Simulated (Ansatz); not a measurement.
**BH3: two geometries relaxed**

Aim: relax the geometries before and after the reaction (reductive elimination), and see whether they are two minima and how far apart in energy. Meant to form: H2–H3; to break: B1–H2, B1–H3. The start is a guess near the saddle point, from which both ends are pulled out.

Program: Ansatz 0.2.0. Level of theory: RKS PBE0-D4/def2-SVP. These are calculated values, not measurements.

## (1) Starting point

Bond lengths: B1–H4 1.190 Å.

Structure file:

```xyz
4

B     0.0000    0.0000    0.0000
H     0.8690    0.0000    1.0849
H     1.3740    0.0000    0.2102
H    -1.0305    0.0000   -0.5950
```

## (2) A restrained relaxation towards end A

Springs on the bonds that form and break draw the guess towards this end; the thresholds are loose.

Contents of input.yaml:

```yaml
crystal:
  periodic: [false, false, false]
  atoms:
    - { symbol: B, position_ang: [0.0, 0.0, 0.0] }
    - { symbol: H, position_ang: [0.869, 0.0, 1.0849] }
    - { symbol: H, position_ang: [1.374, 0.0, 0.2102] }
    - { symbol: H, position_ang: [-1.0305, 0.0, -0.595] }
basis:
  gaussian: { orbitals: def2-SVP }
hamiltonian:
  xc: pbe0
  dispersion: d4
relax:
  f_tol: 0.15
  max_steps: 25
  restrain:
    - { distance: [1, 2], at: 1.86, k: 30.0 }
    - { distance: [0, 1], at: 1.19, k: 30.0 }
    - { distance: [0, 2], at: 1.19, k: 30.0 }
```

Launch:

```sh
> ansatz run input.yaml --threads 1 --pin off --max-ram 2048MiB --backend cpu --events-out ev --progress --plain --runs-dir out
```

Output (excerpt; [...] marks lines left out):

```text
Warning: RAYON_NUM_THREADS=1 ignored (pool sized by the plan → 1); use --threads N
[...]
Functional definition: PBE0
[...]
331 factors; integrals over basis functions are off by at most 2.4e-4 eV
[...]
mean field -718.05263646 eV, -26.3879476765 hartree, gradient 8.0e-5 eV, S^2 0.000000; 0 other end points of the search recorded, 0 dependent functions left out
[...]
reference -718.05265535 eV, -26.3879483707 hartree; 4, 4 occupied and 25, 25 virtual orbitals, 331 factors
relax step   1: F+E_penalty+E_count = -718.06894666 eV  Δ(F+E_penalty+E_count) = +0.000e0 eV  max|allowed force component| = 5.071e0 eV/Å  E_restraint = 12.03724598 eV  max|allowed force component, restraints' pulls added| = 2.741e1 eV/Å  Δτ_max = 0.0000 Å  (22 SCF iters, accepted)
[...]
relax step   4: F+E_penalty+E_count = -721.90057996 eV  Δ(F+E_penalty+E_count) = -4.686e-1 eV  max|allowed force component| = 1.410e0 eV/Å  E_restraint = 0.01218285 eV  max|allowed force component, restraints' pulls added| = 1.954e0 eV/Å  Δτ_max = 0.1222 Å  (21 SCF iters, accepted)
[...]
relax step   5: F+E_penalty+E_count = -721.96446073 eV  Δ(F+E_penalty+E_count) = -6.388e-2 eV  max|allowed force component| = 9.105e-1 eV/Å  E_restraint = 0.02479086 eV  max|allowed force component, restraints' pulls added| = 9.288e-2 eV/Å  Δτ_max = 0.0309 Å  (20 SCF iters, accepted)
  distance H 1 - H 2 = 1.8996 Å
  distance B 0 - H 1 = 1.1836 Å
  distance B 0 - H 2 = 1.1836 Å
331 factors; integrals over basis functions are off by at most 1.0e-3 eV
mean field -721.95093526 eV, -26.5312075148 hartree, gradient 1.8e-5 eV, S^2 0.000000; 1 other end points of the search recorded, 0 dependent functions left out
[...]
reference -721.95095489 eV, -26.5312082361 hartree; 4, 4 occupied and 25, 25 virtual orbitals, 331 factors
Total energy: -721.96448035 eV, -26.5317052879 hartree
Atom 0 at     0.257942     0.000000     0.148937 Å, force     0.222420    -0.000000     0.128415 eV/Å
Atom 1 at     0.394653    -0.000000     1.324650 Å, force    -0.619854     0.000000     0.747406 eV/Å
Atom 2 at     1.344521    -0.000000    -0.320464 Å, force     0.337395     0.000000    -0.910490 eV/Å
Atom 3 at    -0.784616    -0.000000    -0.453024 Å, force     0.060039    -0.000000     0.034669 eV/Å
Dipole moment:    -0.010529     0.000000    -0.006079 e Å
```

Run time: 1 s. Hardware: 1 thread of Intel Xeon 6975P-C (Granite Rapids), shared host; peak memory 0.1 GiB.

Step by step:

```
step  energy from step 1 (eV)  largest force component (eV/Å)
   1                   0.0000                          5.0709
   2                  -1.8669                          3.6456
   3                  -3.3630                          2.6991
   4                  -3.8316                          1.4096
   5                  -3.8955                          0.9105
```

Step 1 is the start. Energies and forces in the table leave out the springs, which the log lists apart; the run stops on the force with the springs' pull added.

After: Bond lengths: B1–H2 1.184 Å, B1–H3 1.184 Å, B1–H4 1.204 Å. Angles: H2–B1–H3 106.7°, H2–B1–H4 126.6°, H3–B1–H4 126.6°.

Pairs that crossed the distance rule for bonds on the way: came closer B1–H2, B1–H3.

## (3) Relaxing end A

It starts where the restrained run ended.

Contents of input.yaml:

```yaml
crystal:
  periodic: [false, false, false]
  atoms:
    - { symbol: B, position_ang: [0.257942, 0.0, 0.148937] }
    - { symbol: H, position_ang: [0.394653, 0.0, 1.32465] }
    - { symbol: H, position_ang: [1.344521, 0.0, -0.320464] }
    - { symbol: H, position_ang: [-0.784616, 0.0, -0.453024] }
basis:
  gaussian: { orbitals: def2-SVP }
hamiltonian:
  xc: pbe0
  dispersion: d4
relax:
  f_tol: 0.03
  max_steps: 50
```

Launch:

```sh
> ansatz run input.yaml --threads 1 --pin off --max-ram 2048MiB --backend cpu --events-out ev --progress --plain --runs-dir out
```

Output (excerpt; [...] marks lines left out):

```text
Warning: RAYON_NUM_THREADS=1 ignored (pool sized by the plan → 1); use --threads N
[...]
[... 1 set-up line as earlier in the session ...]
[...]
326 factors; integrals over basis functions are off by at most 4.6e-4 eV
[...]
mean field -721.95093524 eV, -26.5312075142 hartree, gradient 3.2e-5 eV, S^2 0.000000; 0 other end points of the search recorded, 0 dependent functions left out
[...]
reference -721.95095487 eV, -26.5312082355 hartree; 4, 4 occupied and 25, 25 virtual orbitals, 326 factors
relax step   1: F+E_penalty+E_count = -721.96446071 eV  Δ(F+E_penalty+E_count) = +0.000e0 eV  max|allowed force component| = 9.105e-1 eV/Å  Δτ_max = 0.0000 Å  (20 SCF iters, accepted)
[...]
relax step   2: F+E_penalty+E_count = -722.07012541 eV  Δ(F+E_penalty+E_count) = -1.057e-1 eV  max|allowed force component| = 2.707e-1 eV/Å  Δτ_max = 0.0930 Å  (20 SCF iters, accepted)
[...]
relax step   3: F+E_penalty+E_count = -722.07323256 eV  Δ(F+E_penalty+E_count) = -3.107e-3 eV  max|allowed force component| = 3.498e-3 eV/Å  Δτ_max = 0.0151 Å  (18 SCF iters, accepted)
326 factors; integrals over basis functions are off by at most 5.1e-4 eV
[...]
mean field -722.05970066 eV, -26.5352045695 hartree, gradient 2.9e-5 eV, S^2 0.000000; 1 other end points of the search recorded, 0 dependent functions left out
[...]
reference -722.05972008 eV, -26.5352052832 hartree; 4, 4 occupied and 25, 25 virtual orbitals, 326 factors
Total energy: -722.07325198 eV, -26.5357025715 hartree
Atom 0 at     0.303019     0.000000     0.174964 Å, force     0.000347     0.000000     0.000200 eV/Å
Atom 1 at     0.303309    -0.000000     1.381510 Å, force    -0.001501    -0.000000    -0.001840 eV/Å
Atom 2 at     1.348097    -0.000000    -0.428001 Å, force    -0.002344    -0.000000    -0.000380 eV/Å
Atom 3 at    -0.741925    -0.000000    -0.428375 Å, force     0.003498    -0.000000     0.002020 eV/Å
Dipole moment:    -0.000021    -0.000000    -0.000012 e Å
```

Run time: 0.67 s. Hardware: 1 thread of Intel Xeon 6975P-C (Granite Rapids), shared host; peak memory 0.093 GiB.

Step by step:

```
step  energy from step 1 (eV)  largest force component (eV/Å)
   1                   0.0000                          0.9105
   2                  -0.1057                          0.2707
   3                  -0.1088                          0.0035
```

Step 1 is the start.

After: Bond lengths: B1–H2 1.207 Å, B1–H3 1.207 Å, B1–H4 1.207 Å. Angles: H2–B1–H3 120.0°, H2–B1–H4 120.0°, H3–B1–H4 120.0°.

## (4) Pulling towards end B

Springs on the bonds that form and break draw the guess towards this end; the thresholds are loose.

Contents of input.yaml:

```yaml
crystal:
  periodic: [false, false, false]
  atoms:
    - { symbol: B, position_ang: [0.0, 0.0, 0.0] }
    - { symbol: H, position_ang: [0.869, 0.0, 1.0849] }
    - { symbol: H, position_ang: [1.374, 0.0, 0.2102] }
    - { symbol: H, position_ang: [-1.0305, 0.0, -0.595] }
basis:
  gaussian: { orbitals: def2-SVP }
hamiltonian:
  xc: pbe0
  dispersion: d4
relax:
  f_tol: 0.15
  max_steps: 25
  restrain:
    - { distance: [1, 2], at: 0.66, k: 30.0 }
    - { distance: [0, 1], at: 2.39, k: 30.0 }
    - { distance: [0, 2], at: 2.39, k: 30.0 }
output:
  orbitals: {}
```

Launch:

```sh
> ansatz run input.yaml --threads 1 --pin off --max-ram 2048MiB --backend cpu --events-out ev --progress --plain --runs-dir out
```

Output (excerpt; [...] marks lines left out):

```text
Warning: RAYON_NUM_THREADS=1 ignored (pool sized by the plan → 1); use --threads N
[...]
[... 1 set-up line as earlier in the session ...]
[...]
331 factors; integrals over basis functions are off by at most 2.4e-4 eV
[...]
mean field -718.05263646 eV, -26.3879476765 hartree, gradient 8.0e-5 eV, S^2 0.000000; 0 other end points of the search recorded, 0 dependent functions left out
[...]
reference -718.05265535 eV, -26.3879483707 hartree; 4, 4 occupied and 25, 25 virtual orbitals, 331 factors
relax step   1: F+E_penalty+E_count = -718.06894666 eV  Δ(F+E_penalty+E_count) = +0.000e0 eV  max|allowed force component| = 5.071e0 eV/Å  E_restraint = 31.83731695 eV  max|allowed force component, restraints' pulls added| = 4.334e1 eV/Å  Δτ_max = 0.0000 Å  (22 SCF iters, accepted)
[...]
  distance H 1 - H 2 = 0.7208 Å
  distance B 0 - H 1 = 2.3869 Å
  distance B 0 - H 2 = 2.3913 Å
331 factors; integrals over basis functions are off by at most 6.9e-4 eV
mean field -717.90363907 eV, -26.3824721233 hartree, gradient 5.7e-6 eV, S^2 0.000000; 1 other end points of the search recorded, 0 dependent functions left out
[...]
reference -717.90365854 eV, -26.3824728387 hartree; 4, 4 occupied and 25, 25 virtual orbitals, 331 factors
Total energy: -717.92241681 eV, -26.3831621923 hartree
Atom 0 at    -0.972724    -0.000007     0.319074 Å, force     0.063418     0.000005     0.026342 eV/Å
Atom 1 at     1.321146     0.000013     0.978805 Å, force    -0.349051     0.000058     1.802226 eV/Å
Atom 2 at     1.417950    -0.000013     0.264575 Å, force     0.284791    -0.000058    -1.833314 eV/Å
Atom 3 at    -0.553872     0.000007    -0.862355 Å, force     0.000842    -0.000005     0.004747 eV/Å
Dipole moment:     0.192987     0.000004    -0.277327 e Å
```

Run time: 2.2 s. Hardware: 1 thread of Intel Xeon 6975P-C (Granite Rapids), shared host; peak memory 0.1 GiB.

The steps of the relaxation:

```
step  energy from step 1 (eV)  largest force component (eV/Å)
   1                   0.0000                          5.0709
   2                   2.5016                         10.7088
   3                   4.8877                         10.4235
   4                   1.3046                          3.8143
   5                   1.0713                          6.8687
   6                   0.7348                          2.6463
   7                   0.6003                          1.6828
   8                   0.4704                          1.6534
   9                   0.3120                          1.7838
  10                   0.2069                          1.8015
  11                   0.1496                          1.8032
  12                   0.1465                          1.8333
```

Step 1 is the start. Energies and forces in the table leave out the springs, which the log lists apart; the run stops on the force with the springs' pull added.

After: Bond lengths: H2–H3 0.721 Å, B1–H4 1.253 Å.

Pairs that crossed the distance rule for bonds on the way: came closer H2–H3.

## (5) End point B

It starts where the restrained run ended.

Contents of input.yaml:

```yaml
crystal:
  periodic: [false, false, false]
  atoms:
    - { symbol: B, position_ang: [-0.972724, -7.0e-06, 0.319074] }
    - { symbol: H, position_ang: [1.321146, 1.3e-05, 0.978805] }
    - { symbol: H, position_ang: [1.41795, -1.3e-05, 0.264575] }
    - { symbol: H, position_ang: [-0.553872, 7.0e-06, -0.862355] }
basis:
  gaussian: { orbitals: def2-SVP }
hamiltonian:
  xc: pbe0
  dispersion: d4
relax:
  f_tol: 0.03
  max_steps: 50
output:
  orbitals: {}
```

Launch:

```sh
> ansatz run input.yaml --threads 1 --pin off --max-ram 2048MiB --backend cpu --events-out ev --progress --plain --runs-dir out
```

Output (excerpt; [...] marks lines left out):

```text
Warning: RAYON_NUM_THREADS=1 ignored (pool sized by the plan → 1); use --threads N
[...]
[... 1 set-up line as earlier in the session ...]
[...]
324 factors; integrals over basis functions are off by at most 4.0e-4 eV
[...]
mean field -717.90364252 eV, -26.3824722502 hartree, gradient 3.4e-5 eV, S^2 0.000000; 0 other end points of the search recorded, 0 dependent functions left out
[...]
reference -717.90366183 eV, -26.3824729598 hartree; 4, 4 occupied and 25, 25 virtual orbitals, 324 factors
relax step   1: F+E_penalty+E_count = -717.92240079 eV  Δ(F+E_penalty+E_count) = +0.000e0 eV  max|allowed force component| = 1.833e0 eV/Å  Δτ_max = 0.0000 Å  (18 SCF iters, accepted)
[...]
relax step   4: F+E_penalty+E_count = -718.15444137 eV  Δ(F+E_penalty+E_count) = -7.761e-2 eV  max|allowed force component| = 5.842e-1 eV/Å  Δτ_max = 0.1149 Å  (22 SCF iters, accepted)
[...]
relax step  14: F+E_penalty+E_count = -722.07323408 eV  Δ(F+E_penalty+E_count) = -1.120e-4 eV  max|allowed force component| = 3.189e-4 eV/Å  Δτ_max = 0.0033 Å  (16 SCF iters, accepted)
324 factors; integrals over basis functions are off by at most 1.3e-3 eV
mean field -722.05970226 eV, -26.5352046284 hartree, gradient 2.2e-5 eV, S^2 0.000000; 1 other end points of the search recorded, 0 dependent functions left out
[...]
reference -722.05972152 eV, -26.5352053363 hartree; 4, 4 occupied and 25, 25 virtual orbitals, 324 factors
Total energy: -722.07325334 eV, -26.5357026215 hartree
Atom 0 at     0.303119    -0.000018     0.175024 Å, force     0.000119     0.000272     0.000121 eV/Å
Atom 1 at     0.214960    -0.000044     1.378275 Å, force    -0.000042    -0.000091    -0.000319 eV/Å
Atom 2 at     1.389248     0.000090    -0.350235 Å, force    -0.000189    -0.000091     0.000068 eV/Å
Atom 3 at    -0.694828    -0.000028    -0.502965 Å, force     0.000112    -0.000091     0.000130 eV/Å
Dipole moment:    -0.000002    -0.000012    -0.000000 e Å
```

Run time: 2.5 s. Hardware: 1 thread of Intel Xeon 6975P-C (Granite Rapids), shared host; peak memory 0.098 GiB.

The steps of the relaxation:

```
step  energy from step 1 (eV)  largest force component (eV/Å)
   1                   0.0000                          1.8333
   2                  -0.0670                          0.5430
   3                  -0.1544                          0.3180
   4                  -0.2320                          0.5842
   5                  -0.2761                          0.5742
   6                  -0.4713                          1.8831
   7                  -0.5801                          3.9765
   8                  -1.4241                          3.8921
   9                  -2.5763                          2.2287
  10                  -3.3729                          3.0006
  11                  -4.0814                          0.8573
  12                  -4.1506                          0.0779
  13                  -4.1507                          0.0493
  14                  -4.1508                          0.0003
```

Step 1 is the start.

After: Bond lengths: B1–H2 1.206 Å, B1–H3 1.206 Å, B1–H4 1.206 Å. Angles: H2–B1–H3 120.0°, H2–B1–H4 120.0°, H3–B1–H4 120.0°.

Pairs that crossed the distance rule for bonds on the way: came closer B1–H2, B1–H3; moved apart H2–H3.

## (6) Summary of results

| quantity | value |
| --- | --- |
| end A | 2 moves, 0.109 eV lower |
| end B | 13 moves, 4.151 eV lower |
| largest difference between the ends | 0.00 Å |
| end B relative to end A | -0.000 eV |

Both starts fell into the same minimum (no atom differs by more than 0.00 Å), so from this start no second minimum was found and no band was run; another arrangement could still be one.
